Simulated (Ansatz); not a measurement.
This geometry of AlFH2 + H3P (8 atoms, charge 0, multiplicity 1) is a first-order saddle point.

All numbers below come from RKS B3LYP/6-31G* (Ansatz).

```xyz
8
Properties=species:S:1:pos:R:3
Al 0.077 -0.330 0.002
F -0.122 0.065 1.826
H 1.488 0.188 -0.492
H -1.302 -0.083 -0.736
P 0.208 -2.653 1.077
H -0.765 -3.067 0.138
H 1.388 -2.858 0.325
H -0.014 -1.060 1.849
```

Task: Which two structures does it join? (They come from a converged band through this point; their orientation in space is the band's.)

Result: Bonds broken: P5–H8. Bonds formed: Al1–P5, F2–H8. AlFH2 + H3P becomes AlFH5P.

Image 0:

```xyz
8
Properties=species:S:1:pos:R:3
Al 0.024 0.187 0.006
F -0.119 0.651 1.595
H 1.480 0.142 -0.608
H -1.314 -0.066 -0.796
P 0.214 -3.186 1.209
H -0.715 -2.842 0.183
H 1.348 -2.722 0.481
H 0.040 -1.964 1.921
```

Image 8:

```xyz
8
Properties=species:S:1:pos:R:3
Al 0.095 -0.379 -0.114
F -0.121 0.097 1.860
H 1.474 0.318 -0.472
H -1.307 0.060 -0.713
P 0.214 -2.574 0.829
H -0.732 -3.347 0.116
H 1.403 -3.144 0.317
H -0.067 -0.830 2.168
```

Task: How far does it lie above each of them?

Result: 1.40 eV above the first and 0.22 eV above the second. This is the barrier of this one path; another mechanism may lie lower. The orbitals stay closed-shell, which can raise the energy where a bond breaks towards radicals; this wasn't checked here.

The run took 3.3 min on 1 thread of Arm Neoverse V2, with other jobs on the host, peak memory 0.12 GiB.
